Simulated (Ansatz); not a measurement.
Calculated with Ansatz (gas phase, PBE0-D4/def2-TZVP geometries, no zero-point term in ΔE). CBS: MP2 limit from def2 TZ/QZ plus the TZ coupled-cluster correction, frozen cores. This one scheme is used for every species. DFT in def2-TZVPP. Each species was taken in one conformer, which may not be the lowest.

`COC(C)N` + H–F → `CC(N)F` + CH₃OH  (substitution at a C–O bond)

`COC(C)N`:

Z-matrix (Å, degrees):
```
C
O 1 1.400
H 1 1.098 2 112.7
H 1 1.091 2 107.4 3 119.2
H 1 1.100 2 111.5 3 -121.9
C 2 1.427 1 114.4 3 70.0
N 6 1.425 2 109.8 1 163.3
C 6 1.515 2 111.5 1 -74.4
H 6 1.101 2 107.5 1 45.9
H 7 1.012 6 110.3 2 -53.5
H 7 1.013 6 110.2 2 65.1
H 8 1.094 6 109.8 2 -61.3
H 8 1.091 6 110.1 2 179.0
H 8 1.091 6 111.5 2 58.6
```

H–F:

Cartesian coordinates in Å:
```
F 0.289 0.089 0.347
H -0.289 -0.089 -0.347
```

`CC(N)F`:

```xyz
10

C     0.387    0.854   -0.665
C    -0.330   -0.374   -0.169
N    -0.407   -0.414    1.237
F     0.351   -1.499   -0.693
H     1.394    0.895   -0.243
H    -0.157    1.751   -0.367
H     0.471    0.829   -1.752
H    -1.340   -0.445   -0.583
H     0.508   -0.353    1.665
H    -0.877   -1.244    1.570
```

CH₃OH:

Z-matrix (Å, degrees):
```
C
O 1 1.409
H 1 1.097 2 112.4
H 1 1.090 2 107.0 3 -118.5
H 1 1.097 2 112.4 3 123.0
H 2 0.959 1 108.5 3 -61.6
```

| level | ΔE (kJ/mol) | difference from CCSD(T)/CBS |
| --- | --- | --- |
| LDA (SPW92) | -2.4 | -2.3 |
| revPBE-D4 | -4.1 | -4.0 |
| BLYP-D4 | -11.4 | -11.3 |
| B97M-V | -11.1 | -11.0 |
| r2SCANh-D4 | -10.2 | -10.1 |
| revPBE | -20.3 | -20.2 |
| PBE0 | -12.5 | -12.4 |
| CAM-B3LYP | -17.8 | -17.7 |
| CCSD/def2-TZVPP | -3.7 | -3.6 |
| MP2/def2-QZVPP | 5.2 | 5.3 |
| CCSD(T)/CBS | -0.1 | 0 |

Largest T1 diagnostic among the species: 0.010.

From BLYP to BHLYP (50 % exact exchange), in def2-TZVPP and without D4, ΔE moves by +5.9 kJ/mol. Leaving LDA and LC-ωPBE aside and taking each functional with its dispersion term where it has one, the values, not all of them listed here, spread over 8.2 kJ/mol, from CAM-B3LYP-D4 to PBE-QIDH. LDA lies +12.7 kJ/mol from PBE without D4.

CCSD(T)/CBS has its own doubt, a few kJ/mol and more with outer-core shells, so smaller differences from it don't rank the levels.
